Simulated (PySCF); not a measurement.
Isomers of C2H3Cl3. Method: PBE0-D3(BJ)/def2-SVP geometry optimisation, gas phase (PySCF). One conformer each; no zero-point energy, no entropy. No frequencies were run at this level. Point groups hold within 0.08 Å.

Task: Order them by energy at this level, lowest first, and give relative energies in kcal/mol.
A. `CC(Cl)(Cl)Cl`
B. `[Cl:1][CH2:2][CH:3]([Cl:4])[Cl:5]` with Cl1–C2–C3–Cl4 -64° (1,1,2-trichloroethane)

Result: B (0.0), A (1.2).

Neighbours under 2.5 kcal/mol apart (ClCC(Cl)Cl and CC(Cl)(Cl)Cl) can change places with a better method, another conformer or zero-point energy.

| SMILES | E (Eh) | E rel (kcal/mol) | dipole (D) | point group | A, B, C (MHz) |
| --- | --- | --- | --- | --- | --- |
| ClCC(Cl)Cl | -1457.58319 | 0.0 | 1.31 | C1 | 3566, 1477, 1080 |
| CC(Cl)(Cl)Cl | -1457.58134 | 1.2 | 1.77 | C3v | 2368, 2368, 1699 |

Task: How do the relative energies change in single points at B3LYP/pcSseg-2 (no added dispersion term) on the same geometries?

Result: 
| SMILES | PBE0-D3(BJ)/def2-SVP (kcal/mol) | B3LYP/pcSseg-2 (kcal/mol) | shift |
| --- | --- | --- | --- |
| ClCC(Cl)Cl | 0.0 | 0.0 | 0.0 |
| CC(Cl)(Cl)Cl | 1.2 | 3.1 | +1.9 |

Each column counts from its own lowest isomer. The order is unchanged; the largest shift is 1.9 kcal/mol.
